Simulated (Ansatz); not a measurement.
Process, species as SMILES: [C-]#[S+] (C-S) → C atom + S atom
B3LYP-D3(BJ)/def2-TZVP geometries, fixed; electronic energies without zero-point terms.

Basis-set convergence of the atomisation energy at r2SCAN with Ansatz (a program for electronic structure). All functions are spherical. The program fits the integrals of some runs and decomposes those of others, by size. Open shells are unrestricted. No added dispersion term, no relativity. Functions are those of the species that has most. Reference: the value in aug-cc-pV(5+d)Z, 169.06 kcal/mol, itself unsure by roughly 0.05 kcal/mol (its mean distance from pcseg-4, aug-pcseg-3, aug-cc-pV(Q+d)Z). Deviations are taken from unrounded values.

| basis | functions |
|---|---|
| cc-pV(D+d)Z | 37 |
| def2-SVPD | 47 |
| aug-pcseg-1 | 50 |
| cc-pV(T+d)Z | 69 |
| def2-TZVPD | 83 |
| def2-TZVPPD | 88 |
| aug-pcseg-2 | 96 |
| cc-pV(Q+d)Z | 119 |
| def2-QZVPPD | 142 |
| aug-pcseg-3 | 174 |
| cc-pV(5+d)Z | 191 |

Q: Which is the smallest set listed that can be trusted to 2 kcal/mol here, that is, within that of the reference together with its larger relatives (same family, alike in diffuse functions; a set with none to test it counts only in the reference's own line)?

A: The smallest set listed that lies within 2 kcal/mol of the reference with all its larger relatives (same family, alike in diffuse functions; a set with none counts only in the reference's own line) is cc-pV(T+d)Z (69 functions, -0.59 kcal/mol off). Value minus reference: cc-pV(D+d)Z -2.44, def2-SVPD -2.39, aug-pcseg-1 -2.95, cc-pV(T+d)Z -0.59, def2-TZVPD -0.25, def2-TZVPPD -0.27, aug-pcseg-2 -0.35, cc-pV(Q+d)Z -0.19, def2-QZVPPD -0.20, aug-pcseg-3 0.06, cc-pV(5+d)Z -0.08 kcal/mol.
